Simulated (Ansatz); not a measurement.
Relaxation of BFH$_{4}$S (7 atoms, charge 0, multiplicity 1), to a largest force component of 0.03 eV/Å in at most 50 steps.

The calculation used RKS PBE0/def2-SVP in Ansatz 0.2.0.

```xyz
7
Properties=species:S:1:pos:R:3:forces:R:3
B 0.049 0.283 -0.029 0.13 -0.12 -0.14
F -0.102 0.408 1.284 -0.11 0.22 0.13
H 1.143 0.530 -0.480 -0.03 -0.02 -0.04
H -0.925 0.016 -0.691 -0.02 0.05 0.02
S 0.297 -2.710 0.679 -0.16 0.59 0.39
H -1.002 -2.857 0.333 0.05 0.03 0.04
H 0.012 -1.699 1.572 0.13 -0.74 -0.39
```

Problem. Where does it end, and by what steps?

Solution. The run converged. After 16 steps the energy has fallen by 0.214 eV; H7 moved furthest, 0.77 Å. Joined: B1–S5 (3.09 → 2.22 Å).

```tsv
step	energy less start (eV)	largest force component (eV/Å)	accepted
0	0.0000	0.745	yes
1	0.0172	1.200	no
2	-0.0430	0.554	yes
3	-0.0673	0.770	yes
4	-0.1100	0.615	yes
5	-0.1281	0.395	yes
6	-0.1188	1.255	no
7	-0.1513	0.117	yes
8	-0.1632	0.088	yes
9	-0.1647	0.456	yes
10	-0.1732	0.286	yes
11	-0.1948	0.188	yes
12	-0.1780	0.927	no
13	-0.2044	0.307	yes
14	-0.2096	0.274	yes
15	-0.2132	0.055	yes
16	-0.2137	0.025	yes
```

```xyz
7
Properties=species:S:1:pos:R:3
B -0.002 0.028 0.006
F -0.582 0.491 1.144
H 1.197 0.206 -0.113
H -0.700 -0.014 -0.991
S 0.111 -2.165 0.313
H -1.154 -2.389 0.736
H 0.604 -2.186 1.572
```

Whether the end is a true minimum wasn't checked by a vibrational analysis.

Run time: 20 s on 1 thread of Intel(R) Xeon(R) 6975P-C (Granite Rapids), on a shared host, peak memory 0.15 GiB.
